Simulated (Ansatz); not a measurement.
Saddle search on CH₆SSi, singlet by partitioned rational-function steps on PBE0-D4/def2-TZVP gradients (Ansatz 0.2.0), from this start:

```
9
angstrom
Si -0.8510 -0.7338 0.0968
C 0.6242 0.7748 0.0459
S 0.1549 -2.1568 -0.9514
H 0.6982 -0.4399 -0.5213
H -2.0117 0.0024 -0.4892
H -1.0256 -0.7878 1.5794
H -0.0670 1.5905 -0.2149
H 0.9839 0.8424 1.0804
H 1.4939 0.9082 -0.6257
```

```
step  energy less the last (meV)  largest force (eV/Å)  curvature followed (eV/Å²)
   1                         8.9                 0.296                      -12.53
   2                         0.6                 0.028                      -12.36
   3                         0.7                 0.093                      -12.36
   4                         0.2                 0.030                      -12.36
   5                         0.2                 0.060                      -12.36
   6                         0.1                 0.040                      -12.36
   7                         0.0                 0.063                      -12.36
   8                         0.0                 0.039                      -12.37
   9                         0.0                 0.023                      -12.39
  10                         0.0                 0.002                      -12.38
```

The search ended at:

Si1  (-0.844, -0.714, 0.078)
C2  (0.634, 0.765, 0.054)
S3  (0.166, -2.177, -0.886)
H4  (0.710, -0.469, -0.496)
H5  (-1.973, 0.002, -0.573)
H6  (-1.068, -0.723, 1.547)
H7  (-0.111, 1.558, -0.063)
H8  (1.089, 0.779, 1.041)
H9  (1.398, 0.980, -0.703)
(Å)
